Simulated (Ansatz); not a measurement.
bcc K was calculated with r²SCAN+rVV10 (Ansatz, a first-principles code, PAW).

Numerical settings: plane-wave cutoff 500 eV, 20×20×20 k mesh, Fermi–Dirac smearing 0.1 eV, scalar-relativistic PAW data made under PBE.

Computed at the level's own relaxed cell.

Task: Predict the equilibrium volume per atom and lattice constant a.

Result: 
- equilibrium volume per atom = 74.84 Å³/atom
- lattice constant a = 5.310 Å

Measured, for comparison: equilibrium volume per atom 70.79 Å³/atom, lattice constant a 5.212 Å (low-temperature or extrapolated to 0 K; zero-point anharmonic expansion removed; as tabulated in Csonka et al. (2009), arXiv:0903.4037). Computed (rounded) less measured: equilibrium volume per atom +5.7 %, lattice constant a +1.9 %.

The computed numbers hold no vibrational or temperature effects.

Computing time: around 90 core-seconds (rough).
